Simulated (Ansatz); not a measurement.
**Elastic constant C11 of rutile MnF2 at several levels of theory**

No measured value is used here.

| level (code) | value (GPa) | cell (Å³/atom) |
|---|---|---|
| PBE+U (Ansatz) | (withheld) | 13.93 |
| HSE06 (Ansatz) | 104 | 13.25 |
| PBE0 (Ansatz) | 105 | 13.24 |

Question: What belongs in the gaps?

Answer: 
- PBE+U (Ansatz, a quantum-chemistry and plane-wave program), value (GPa): 92.3

Spin-polarised runs: PBE+U (opposed moments), HSE06 (opposed moments), PBE0 (opposed moments). PBE+U takes U_eff Mn 3.9 eV. Each level is taken at its own relaxed cell. K meshes differ between the levels. Ansatz's density-functional and Hartree–Fock values are scalar-relativistic unless marked +SOC, with PAW data made under PBE.
